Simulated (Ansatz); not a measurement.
This geometry of BH3O + H2S (8 atoms, charge 0, multiplicity 1) is a first-order saddle point.

Level of theory: Ansatz 0.2.0, RKS PBE0/def2-mTZVP.

```xyz
8
Properties=species:S:1:pos:R:3
B 0.078 0.243 0.264
O -0.236 -0.281 1.659
H -1.115 -0.679 1.687
H 1.213 0.051 -0.056
H -0.794 0.047 -0.534
S -0.095 2.213 0.870
H 1.188 2.385 1.260
H -0.348 1.050 1.870
```

**Question.** Which two structures does it join? (They come from a converged band through this point; their orientation in space is the band's.)

**Answer.** Bonds broken: S6–H8. Bonds formed: B1–S6, O2–H8. BH3O + H2S becomes BH5OS.

Image 0:

```xyz
8
Properties=species:S:1:pos:R:3
B -0.019 -0.271 0.227
O -0.436 -0.946 1.327
H -1.388 -1.089 1.338
H 1.159 -0.098 0.123
H -0.790 0.028 -0.641
S -0.130 2.566 1.364
H 1.077 2.849 0.827
H 0.419 1.990 2.456
```

Image 6:

```xyz
8
Properties=species:S:1:pos:R:3
B 0.065 0.489 0.227
O -0.213 -0.234 1.758
H -0.996 -0.800 1.695
H 1.134 0.062 -0.088
H -0.891 0.135 -0.409
S -0.017 2.325 0.597
H 1.278 2.518 0.939
H -0.467 0.533 2.302
```

**Question.** How far does it lie above each of them?

**Answer.** 76.7 kJ/mol above the first and 65.4 kJ/mol above the second. This is the barrier of this one path; another mechanism may lie lower. The orbitals stay closed-shell, which can raise the energy where a bond breaks towards radicals; this wasn't checked here.

The run took 98 s on 2 threads of Arm Neoverse V2, on a shared host, peak memory 0.14 GiB.
